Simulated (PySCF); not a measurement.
An unknown gives this computed stick spectrum. Computed with TDDFT PBE0/def2-SVPD, vertical, gas phase, core orbitals frozen in the response (PySCF). Geometries: GFN2-xTB, one conformer each.

| state | E (eV) | f |
| --- | --- | --- |
| S1 | 5.10 | 0.158 |
| S2 | 5.48 | 0.104 |
| S3 | 5.72 | 0.153 |
| S4 | 6.19 | 0.0076 |
| S5 | 6.47 | 0.012 |
| S6 | 6.96 | 0.0039 |
| S7 | 7.05 | 0.0098 |
| S8 | 7.29 | 0.034 |

**Question.** Which candidate is it? All have the formula C5H7N.
A. `C=C(C)[C@H]1C=N1`
B. `C(/C#C)=C\CN`
C. `N#CCCC=C`
D. `C#C/C=N\CC`

**Answer.** B. Its S1 lies at 5.10 eV; the nearest of the others has S1 at 4.40 eV. S1 is HOMO→LUMO (62%), HOMO-1→LUMO (30%). Löwdin shares by element: HOMO carbon 47% or more, nitrogen 28% (atoms not listed hold the other 25%); LUMO carbon 79% or more (atoms not listed hold the other 21%). At the same level the other candidates give, for their lowest levels:
- `C#C/C=N\CC`: 4.31 eV (f 0.003); 5.33 eV (f 0.000); 5.79 eV (f 0.233); 6.61 eV (f 0.001); 6.81 eV (f 0.003); T1 3.52 eV; HOMO -7.47, LUMO -1.36 eV
- `C=C(C)[C@H]1C=N1`: 4.40 eV (f 0.004); 6.32 eV (f 0.000); 6.59 eV (f 0.077); 6.62 eV (f 0.395); 6.79 eV (f 0.033); T1 3.78 eV; HOMO -6.81, LUMO -0.86 eV
- `C=CCCC#N`: 7.20 eV (f 0.032); 7.41 eV (f 0.301); 7.78 eV (f 0.118); 7.85 eV (f 0.009); 7.94 eV (f 0.010); T1 4.47 eV; HOMO -7.94, LUMO -0.14 eV

The values belong to the conformer `[CH:1]#[C:2]/[CH:3]=[CH:4]/[CH2:5][NH2:6]`: C3–C4–C5–N6 116°, H–N6–C5–C4 60°, H–N6–C5–C4 -59°.
Triplets come from the Tamm–Dancoff approximation.
